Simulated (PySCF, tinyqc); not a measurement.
A ladder of methods, and size consistency: correlation methods against full CI in the sto-3g basis, for CH2, spin multiplicity 1. Computed by the program tinyqc with PySCF. All electrons correlated; +Q is the Davidson correction (1 - c0^2) E_corr. The last columns treat two copies 100 angstrom apart as one system. FCI is the lowest singlet.

Geometry (angstrom):
```
atom,x,y,z
C,0.0000,0.0000,0.0000
H,0.0000,0.8770,0.6740
H,0.0000,-0.8770,0.6740
```

RHF energy of one = -38.371293 hartree

Correlation energies (hartree):
```
method,E_corr of one,share of FCI (%),E_corr of two at 100 angstrom,two minus twice one (mhartree)
MP2,-0.035431,59.0003,-0.070861,0.0000
CISD,-0.057260,95.3504,-0.108589,5.9302
CISD+Q,-0.060714,101.1029,-0.118867,2.5612
CCSD,-0.059561,99.1829,-0.119122,0.0000
CCSD(T),-0.059793,99.5690,-0.119586,0.0000
FCI,-0.060052,100.0000,-,-
```

What does the comparison show, and why?

MP2 recovers 59 %, CISD 95.4 % and CCSD 99.2 % of the FCI value (c0^2 = 0.940 in CISD). MP2 and coupled cluster are size consistent, so their last column vanishes; CISD loses 5.93 mhartree, since a double excitation on each copy is a quadruple of the pair, and the Davidson correction leaves +2.56. The restricted reference is unstable here: a spin-polarised solution lies 0.0287 hartree lower (PySCF), so results built on it describe a poor reference.
